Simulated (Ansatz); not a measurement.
AlBH4, SMILES `[BH2][AlH2]` at its PBE0-D4/def2-TZVP geometry, where that method's forces vanish. Total charge 0; spin multiplicity 1.

```xyz
6

B    -0.9022   -0.0461    0.6515
Al    0.8109    0.0414   -0.5856
H    -1.6529   -0.9829    0.6597
H    -1.2071    0.8367    1.4058
H     2.2172   -0.5126   -0.0804
H     0.7341    0.6635   -2.0509
```

Q: What forces (eV/Å) does B3LYP-D4/def2-TZVPP give on these atoms in Ansatz 0.2.0? (Best estimate.)

A: The calculation gave: 
```
B1  -0.091 -0.004  0.066
Al2  0.056  0.003 -0.040
H3   0.075  0.097  0.000
H4   0.030 -0.092 -0.076
H5  -0.078  0.033 -0.032
H6   0.008 -0.036  0.083
```

B3LYP here is the variant with VWN-RPA as its local correlation; programs differ in this.
